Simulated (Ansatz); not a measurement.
```yaml
crystal:
  periodic: [false, false, false]
  atoms:
    - {symbol: P, position_ang: [0.000000, 0.000000, 0.000000]}
    - {symbol: Mg, position_ang: [0.000000, 0.000000, 2.250600]}
basis:
  gaussian: {orbitals: def2-TZVP}
magnetization: {spin_polarized: true, initial_magnetization: 3}
hamiltonian: {xc: pbe0}
relax: {f_tol: 0.004, max_steps: 80}
```

```sh
$ ansatz run in.yaml --threads 1 --pin off --events-out ev --progress --plain --max-ram 2176MiB
```

Steps of the relaxation (energy above the last step; positions in Å, forces in eV/Å):

```
2
step 1, 294.1 meV
P     0.000    0.000    0.000    0.000    0.000   -2.493
Mg    0.000    0.000    2.251    0.000    0.000    2.493
```

```
2
step 2, 44.0 meV
P     0.000    0.000   -0.081    0.000    0.000   -0.774
Mg    0.000    0.000    2.331    0.000    0.000    0.774
```

```
2
step 3, 0.8 meV
P     0.000    0.000   -0.133    0.000    0.000   -0.090
Mg    0.000    0.000    2.384    0.000    0.000    0.090
```

```
2
step 5, 0.0 meV
P     0.000    0.000   -0.142    0.000    0.000    0.000
Mg    0.000    0.000    2.393    0.000    0.000    0.000
```

Close pairs at the end: P1–Mg2 2.535 Å.

A stationary point of unrestricted PBE0 after 5 steps, with ⟨S²⟩ = 3.760 against 3.75 for a pure state. 8.5 s on 1 thread of Arm Neoverse V2, shared host.
